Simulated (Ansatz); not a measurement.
Basis-set extrapolation for C₃H₆S, SMILES `C=CCS` (PBE0-D4/def2-TZVP geometry, frozen core, the Gaussian-basis code of Ansatz). Multiplicity 1, RHF reference.

```
                      def2-TZVPP   def2-QZVPP
                 HF  -514.657899  -514.674724
    MP2 correlation    -0.677441    -0.724810
CCSD(T) correlation    -0.756142      not run
```

Energies in hartree. Use E(X) = E(∞) + A·exp(−7.88·√X) for Hartree–Fock and E(X) = E(∞) + B·X^(−2.97) for correlation, with X = 3 and 4, and add CCSD(T) minus MP2 of the smaller set to the MP2 limit.

Q: What is the CCSD(T) energy at the basis-set limit?

A: HF limit: -514.674724 + (-0.016825) × 0.13774 = -514.67704. MP2 limit: -0.724810 + (-0.047369) × 0.74074 = -0.75990. Higher-order term: -0.756142 − (-0.677441) = -0.07870. Total: -515.51564 hartree, 266.7 kJ/mol below CCSD(T)/def2-TZVPP.
